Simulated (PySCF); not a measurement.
Ligands exchanged one at a time, Al Cl-H. Isolated molecules, 0 K electronic values unless said otherwise. Strings in code marks are SMILES.

The HOMO–LUMO gap from two functionals at the same geometries (PBE0-D3(BJ)/def2-TZVP), both in PySCF: PBE-D3(BJ)/def2-TZVP and ωB97X-D3(BJ)/def2-TZVP. 

```json
[
 {"species": "0 of 3 Cl replaced by H (`[Cl][Al]([Cl])[Cl]`)", "PBE-D3(BJ)/def2-TZVP (eV)": "5.84", "ωB97X-D3(BJ)/def2-TZVP (eV)": "12.63"},
 {"species": "1 of 3 Cl replaced by H", "PBE-D3(BJ)/def2-TZVP (eV)": "5.75", "ωB97X-D3(BJ)/def2-TZVP (eV)": "12.29"},
 {"species": "2 of 3 Cl replaced by H (`[AlH2][Cl]`)", "PBE-D3(BJ)/def2-TZVP (eV)": "4.87", "ωB97X-D3(BJ)/def2-TZVP (eV)": "11.31"},
 {"species": "3 of 3 Cl replaced by H (`[AlH3]`)", "PBE-D3(BJ)/def2-TZVP (eV)": "4.77", "ωB97X-D3(BJ)/def2-TZVP (eV)": "11.24"}
]
```

Over these rows, drawn at random from the members with no instability flagged (it was tested for open shells, ions and some series alone), PBE minus ωB97X-D3(BJ): mean -6.56 eV, from -6.79 eV to -6.44 eV.
